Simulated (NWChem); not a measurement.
System: CH cation, singlet

Input file for NWChem:

```
start job
memory heap 200 mb stack 900 mb global 1100 mb
charge 1
geometry units angstroms noautosym nocenter noautoz
  C      0.000000     0.000000    -0.141582
  H      0.000000     0.000000     0.998784
end
basis spherical
  C library cc-pvdz
  H library cc-pvdz
end
dft
  xc pbe0
  iterations 150
end
cosmo
  do_cosmo_smd true
  solvent water
end
task dft energy
```

Low-valent species are run as closed-shell singlets; no triplet was tried in these runs. Geometry: optimised at PBE0-D3(BJ)/def2-TZVP. Solvent: water.

Solvent water, SMD (1 M gas to 1 M solution), gas-phase geometry. Reactions with the solvent are ignored.

Question: Give the results of this calculation. (PBE0/cc-pVDZ, SMD on the gas-phase geometry.) Quantities: basis functions; solvation free energy (kcal/mol); cavity-dispersion-structure term (kcal/mol).

Answer: 
```json
{
  "number_of_basis_functions": "19",
  "solvation free energy (kcal/mol)": "-85.7",
  "cavity-dispersion-structure term (kcal/mol)": "6.1"
}
```
